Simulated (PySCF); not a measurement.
## How methods differ on the ionisation energy of N

N [He] 2s2 2p3 (4S) → N⁺ [He] 2s2 2p2 (3P), as a difference of total energies. Calculation: PySCF 2.14, in aug-cc-pwCVDZ (5s4p2d, 27 functions); no relativity, point nucleus. Correlated levels: valence: 1s2 frozen. The calculations carry no spin-orbit coupling.

| method | ionisation energy (eV) | error (eV) |
| --- | --- | --- |
| UHF | 13.921 | -0.624 |
| MP2 (valence) | 14.478 | -0.067 |
| SCS-MP2 (valence) | 14.252 | -0.293 |
| CCSD (valence) | 14.343 | -0.202 |
| CCSD(T) (valence) | 14.354 | -0.191 |
| CCSDT (valence) | 14.355 | -0.190 |

Reference: 14.545 eV (measured; NIST levels, between the centres of gravity of the two terms).

Errors of the correlated levels include the incompleteness of this basis and the frozen core.
